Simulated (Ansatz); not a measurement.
We consider fcc Ag, described by LDA (plane waves, PAW; Ansatz, an electronic-structure program).

Numerical settings: plane-wave cutoff 520 eV, 18×18×18 k mesh, Fermi–Dirac smearing 0.1 eV, perturbation theory, force constants from a 6×6×6 q mesh, no spin polarisation, scalar-relativistic PAW data made under PBE.

Computed at the level's own relaxed cell. Harmonic vibrational thermodynamics at fixed volume:

| T (K) | S_vib (J/K per mol of atoms) | C_V (J/K per mol of atoms) | F_vib (eV/atom) |
|---|---|---|---|
| 0 | 0.00 | 0.00 | 0.0226 |
| 100 | ? | ? | ? |
| 400 | ? | ? | ? |
| 500 | ? | ? | ? |
| 600 | ? | ? | ? |
| 700 | ? | ? | ? |
| 900 | ? | ? | ? |

**Question.** Some entries are withheld; supply them.

**Answer.** 
- 100, S_vib (J/K per mol of atoms): 15.66
- 100, C_V (J/K per mol of atoms): 19.27
- 100, F_vib (eV/atom): 0.0164
- 400, S_vib (J/K per mol of atoms): 47.31
- 400, C_V (J/K per mol of atoms): 24.51
- 400, F_vib (eV/atom): -0.0909
- 500, S_vib (J/K per mol of atoms): 52.80
- 500, C_V (J/K per mol of atoms): 24.67
- 500, F_vib (eV/atom): -0.1429
- 600, S_vib (J/K per mol of atoms): 57.30
- 600, C_V (J/K per mol of atoms): 24.75
- 600, F_vib (eV/atom): -0.2000
- 700, S_vib (J/K per mol of atoms): 61.12
- 700, C_V (J/K per mol of atoms): 24.80
- 700, F_vib (eV/atom): -0.2615
- 900, S_vib (J/K per mol of atoms): 67.36
- 900, C_V (J/K per mol of atoms): 24.86
- 900, F_vib (eV/atom): -0.3949

The crystal is taken as a harmonic solid at every temperature: melting, phase changes and thermal expansion are not seen, nor the electrons' share in a metal.
